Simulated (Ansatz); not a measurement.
An input meant for the cluster MgO₂⁻ (charge -1, doublet).

```yaml
crystal:
  periodic: [false, false, false]
  atoms:
    - {symbol: Mg, position_ang: [-0.001956, 0.002663, 0.000125]}
    - {symbol: O, position_ang: [-1.474361, -1.083109, -0.158307]}
    - {symbol: O, position_ang: [1.476317, 1.080456, 0.158172]}
basis:
  gaussian: {orbitals: cc-pVTZ}
total_charge: -1
magnetization: {spin_polarized: true, initial_magnetization: 2}
hamiltonian: {xc: {name: B97M-V}}
scf: {omitted_lower_state_checks: [starts]}
```

```sh
$ ansatz run in.yaml --threads 4 --pin off --events-out ev --progress --plain --max-ram 3916MiB
```

It prints (some lines left out):

```
Error: a molecule whose nuclei and cores have a total charge of 28 cannot have a net charge of -1 together with 2 unpaired electrons
```

Problem. Something in this input is off. What?

Solution. The number of unpaired electrons doesn't fit the electron count. The input was rejected before any iteration.
